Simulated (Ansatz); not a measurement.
System: α-N2. Method: r²SCAN-D4 (Ansatz, a quantum-chemistry and plane-wave program, PAW).

Numerical settings: plane-wave cutoff 600 eV, 4×4×4 k mesh, scalar-relativistic PAW data made under PBE.

Cell (relaxed at this level):

```cif
data_N8
_chemical_formula_sum 'N8'
_space_group_name_H-M_alt 'Pa-3'
_space_group_IT_number 205
_space_group_name_Hall '-P 2ac 2ab 3'
_cell_length_a 5.60266
_cell_length_b 5.60266
_cell_length_c 5.60266
_cell_angle_alpha 90.000
_cell_angle_beta 90.000
_cell_angle_gamma 90.000
loop_
_atom_site_label
_atom_site_type_symbol
_atom_site_symmetry_multiplicity
_atom_site_Wyckoff_symbol
_atom_site_fract_x
_atom_site_fract_y
_atom_site_fract_z
_atom_site_occupancy
N1 N 8 c 0.05630 0.05630 0.05630 1
```

### Question
What does this level give for the elastic constant C11, Poisson ratio, Young modulus, elastic constant C12 and elastic constant C44?

### Answer

- elastic constant C11 = 3.05 GPa
- Poisson ratio = 0.319
- Young modulus = 2.6 GPa
- elastic constant C12 = 2.09 GPa
- elastic constant C44 = 1.59 GPa

Note: the dispersion coefficients are held fixed in the derivatives.

Elastic constants are with the ions relaxed.

Computed values are for the static lattice.

Computing time: about 17 core-minutes (a rough figure).
